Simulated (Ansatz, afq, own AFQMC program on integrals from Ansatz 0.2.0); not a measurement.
## B$_{2}$, singlet: AFQMC among the cluster methods

```xyz
2

B     0.0000    0.0000    0.0000
B     0.0000    0.0000    1.3400
```

Basis cc-pVDZ. Noble-gas cores (and the filled d shells of Ga–Kr and In–Xe) are frozen. Ansatz 0.2.0 and our own AFQMC program on the same integrals; the CISD trial comes from CCSD amplitudes, and released means the phaseless constraint is let go. ± is one standard error of the sampling.

Determinant: RHF, the one that the program's search chose, which needn't be the lowest solution. The geometry is a point of a scan.

Full CI on the same integrals is exact in this basis and with this determinant's frozen core.

Cautions: another spin lies lower; restricted determinant unstable towards unrestricted (UHF 3.40 eV lower, ⟨S²⟩ 1.96); strong correlation (T1 0.035, weight of the determinant 0.75, largest double 0.39); (T) is large, 8 % of the CCSD correlation; (Q) is large, 106 meV, so the cluster series hasn't closed; the CCSD(T) amplitudes may be one of several solutions (largest double 0.39); the CCSDT(Q) amplitudes may be one of several solutions (largest double 0.59); the CCSDTQ amplitudes may be one of several solutions (largest double 0.95); the released energies are still falling, so no released level is given (meV from the phaseless value at times in 1/Eh: -24 ± 4 at 0.24, -47 ± 3 at 0.51, -80 ± 4 at 0.99, -103 ± 5 at 1.62, -129 ± 5 at 2.40); the determinant fills πx and πy unequally, so it mixes two states of the linear molecule, and each level undoes that mixture to a different degree, while full CI gives the lower state; CCSDTQ on the UHF determinant differs (763 meV lower), perhaps since the unrestricted series falls towards higher spin.

The T1 diagnostic is 0.0352. The weight of the determinant in the CISD state is 0.749 and the size of the correlated space is 6 electrons in 26 orbitals.

```csv
level,correlation energy (eV)
MP2,-4.2359
CCSD,-5.3248
CCSD(T),-5.7450
```

(1) Estimate where phaseless AFQMC with a CISD trial lies against CCSD(T) on the same integrals.

(1) 6.9 ± 0.4 kJ/mol above CCSD(T).

Reference: full CI, correlation energy -5.967 eV. The cautions show a poor starting determinant, so the rows tell how each method copes with it here, and full CI is the sure value.

```
        level  E − E(reference) (kJ/mol)  share of correlation (%)
      CCSD(T)                       21.4                     96.28
        CCSDT                       12.9                     97.76
     CCSDT(Q)                        2.7                     99.53
       CCSDTQ                        0.8                     99.87
ph-AFQMC/CISD                 28.3 ± 0.4                     95.09
```

CCSDT and higher add their correlation energy to the determinant of the CCSD(T) run, since their own runs factorise the integrals more tightly (a shift of under 2 meV).
